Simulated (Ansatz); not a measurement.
in.yaml

```yaml
crystal:
  periodic: [false, false, false]
  atoms:
    - {symbol: H, position_ang: [-2.709490, 0.054876, 0.000000]}
    - {symbol: H, position_ang: [-1.964490, 0.054876, 0.000000]}
    - {symbol: Si, position_ang: [0.115510, 0.054876, 0.000000]}
    - {symbol: H, position_ang: [0.727690, -0.819409, 1.090012]}
    - {symbol: H, position_ang: [0.727690, -0.819409, -1.090012]}
basis:
  gaussian: {orbitals: cc-pVDZ}
correlation: {method: sc_nevpt2, electrons: outside_noble_gas, active_space: {window: {electrons: 8, orbitals: 8}, shells: [{species: H, l: s, shell: 1}, {species: Si, l: s, shell: 3}, {species: Si, l: p, shell: 3}]}}
```

```sh
$ ansatz run in.yaml --threads 1 --pin off --events-out ev --progress --plain --max-ram 2816MiB --backend cpu
```

Log:

```
685 factors; integrals over basis functions are off by at most 2.1e-7 eV
mean field evaluation 1: about -7921.5442 eV, gradient 8.8e0 eV
mean field evaluation 2: about -7921.5455 eV, gradient 8.8e0 eV
mean field evaluation 4: about -7922.0190 eV, gradient 4.1e-1 eV
mean field evaluation 8: about -7922.0207 eV, gradient 8.1e-4 eV
mean field -7922.02072241 eV, -291.1288918101 hartree, gradient 1.5e-6 eV, S^2 0.000000; 0 other end points of the search recorded, 0 dependent functions left out; unrestricted orbitals would lower it
reference -7922.02072241 eV, -291.1288918101 hartree; 9, 9 occupied and 29, 29 virtual orbitals, 685 factors
state -7923.85796794 eV, -291.1964093381 hartree
state -7923.85796794 eV, -291.1964093381 hartree; corrected -7925.54461523 eV, -291.2583924828 hartree
Total energy: -7925.54461523 eV, -291.2583924828 hartree
Checks for a lower state left out: starts, orbital_swaps
```

Natural occupations: 1.9835 1.9765 1.9733 1.9175 0.0790 0.0273 0.0230 0.0199.

For the same geometry and basis RCCSDTQ lies 804.7 meV lower.

Ran on 1 thread of AMD EPYC 7R13, shared host: 2 s wall, 0.2 GiB peak host memory.
